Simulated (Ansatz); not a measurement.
Cost and result up the ladder for the cluster C₃H₂ (5 atoms). Total charge 0; singlet. Geometry: r2SCAN-D4/def2-TZVP.

Cartesian coordinates in Å:
```
C 0.610 -1.078 0.334
C -0.609 1.087 -0.334
C 0.002 0.004 0.000
H 1.570 -1.199 0.820
H -1.573 1.186 -0.820
```

Ansatz on 4 threads of AMD EPYC 9B45 on a shared host. Times are rough, and most runs start from the orbitals of an earlier one. No level here is sound enough to serve as a yardstick. Binding counts from free atoms at the same level (C triplet, H doublet; other spins of the atoms weren't run), without zero-point energy or a counterpoise term.

Correlated methods freeze 3 core orbitals. Another isomer (singlet) lies 1.26 eV lower at PBE0-D4/def2-TZVP; other spin states weren't run for this one.

Run but left out: HF/def2-TZVP, BHLYP-D4/def2-TZVP (restricted singlet, unstable in another Hartree–Fock run and untested here).

Correlated methods converge slowly with the basis.

```
                         level  functions  wall time
             PBE0-D4/def2-TZVP        105      0.2 s
PBE-D4/def2-TZVP (with forces)        105     0.25 s
           r2SCAN-D4/def2-TZVP        105     0.35 s
            CCSD(T)/def2-TZVPP        121      1.2 s
```

Task: Estimate what each level gives for the binding energy per atom (eV).

Result: 
| level | binding energy per atom (eV) | remarks |
| --- | --- | --- |
| PBE0-D4/def2-TZVP | 4.30 | restricted SCF unstable in HF |
| PBE-D4/def2-TZVP (with forces) | 4.47 | restricted SCF unstable in HF |
| r2SCAN-D4/def2-TZVP | 4.28 | restricted SCF unstable in HF |
| CCSD(T)/def2-TZVPP | 4.09 | large T1 (0.030), restricted SCF unstable |
